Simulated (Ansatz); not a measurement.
All numbers were calculated with Ansatz.

C3H5FO (`FCC1CO1`) at its PBE0-D4/def2-TZVP geometry, where that method's forces vanish. Charge 0, multiplicity 1.

```csv
atom,x (Å),y (Å),z (Å)
F1,0.8284,-1.9524,0.2902
C2,0.8491,-0.6160,0.6408
C3,-0.4642,0.0147,0.2972
C4,-0.6542,0.6976,-0.9762
O5,-0.4386,1.4284,0.2214
H6,1.6583,-0.1196,0.0977
H7,1.0453,-0.5533,1.7155
H8,-1.3350,-0.4038,0.7992
H9,-1.6535,0.7792,-1.3945
H10,0.1644,0.7250,-1.6914
```

**Question.** For each bond, give half the difference of the two atoms' forces along it (eV/Å; positive pushes the atoms apart) under PBE-D4, r2SCAN-D4, B3LYP-D4, ωB97M-V in def2-TZVPP. (Estimate.)

**Answer.** The calculation gave: 
```json
{"bond": "F1–C2", "length (Å)": "1.382", "PBE-D4": "0.53", "r2SCAN-D4": "0.36", "B3LYP-D4": "0.41", "ωB97M-V": "0.26"}
{"bond": "C2–C3", "length (Å)": "1.497", "PBE-D4": "-0.19", "r2SCAN-D4": "-0.07", "B3LYP-D4": "0.01", "ωB97M-V": "0.07"}
{"bond": "C2–H6", "length (Å)": "1.094", "PBE-D4": "0.09", "r2SCAN-D4": "-0.08", "B3LYP-D4": "-0.13", "ωB97M-V": "-0.14"}
{"bond": "C2–H7", "length (Å)": "1.094", "PBE-D4": "0.08", "r2SCAN-D4": "-0.07", "B3LYP-D4": "-0.14", "ωB97M-V": "-0.15"}
{"bond": "C3–C4", "length (Å)": "1.457", "PBE-D4": "0.39", "r2SCAN-D4": "0.26", "B3LYP-D4": "0.31", "ωB97M-V": "0.25"}
{"bond": "C3–O5", "length (Å)": "1.416", "PBE-D4": "0.66", "r2SCAN-D4": "0.43", "B3LYP-D4": "0.42", "ωB97M-V": "0.24"}
{"bond": "C3–H8", "length (Å)": "1.089", "PBE-D4": "0.01", "r2SCAN-D4": "-0.11", "B3LYP-D4": "-0.19", "ωB97M-V": "-0.20"}
{"bond": "C4–O5", "length (Å)": "1.419", "PBE-D4": "0.65", "r2SCAN-D4": "0.45", "B3LYP-D4": "0.46", "ωB97M-V": "0.31"}
{"bond": "C4–H9", "length (Å)": "1.086", "PBE-D4": "0.00", "r2SCAN-D4": "-0.10", "B3LYP-D4": "-0.16", "ωB97M-V": "-0.15"}
{"bond": "C4–H10", "length (Å)": "1.087", "PBE-D4": "0.00", "r2SCAN-D4": "-0.10", "B3LYP-D4": "-0.15", "ωB97M-V": "-0.15"}
```

B3LYP here is the variant with VWN-RPA as its local correlation; programs differ in this.
